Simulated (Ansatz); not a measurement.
Input for Ansatz (development build ahead of 0.2.0):

```yaml
crystal:
  periodic: [false, false, false]
  atoms:
    - { symbol: H, position_ang: [0.0, 0.26934, -1.4011] }
    - { symbol: Si, position_ang: [0.0, -0.53868, 0.0] }
    - { symbol: H, position_ang: [0.0, 0.26934, 1.4011] }
basis:
  gaussian: { orbitals: def2-SVP }
total_charge: 1
magnetization:
  spin_polarized: true
  initial_magnetization: 1
hamiltonian:
  xc: hf
correlation:
  method: mp2
  frozen_orbitals: { H: 0, Si: 5 }
```

The input is written out in the form of the current development build from the run's settings.

Output:

```yaml
Converged: yes
Reference_energy: -289.62188 hartree
Correlation_energy: -0.06300 hartree
Total_energy: -289.68488 hartree
Spin_squared_of_the_determinant: 0.759
Stability_test: minimum
Occupied_orbitals_by_symmetry_in_an_Abelian_subgroup_alpha;_beta: 5 A1 1 B1 2 B2; 4 A1 1 B1 2 B2
```

Messages of the program:
```
mean field -7881.01291640 eV, -289.6218827351 hartree, gradient 5.9e-6 eV, S^2 0.759165; 0 other ends of a descent, 0 dependent functions left out
```
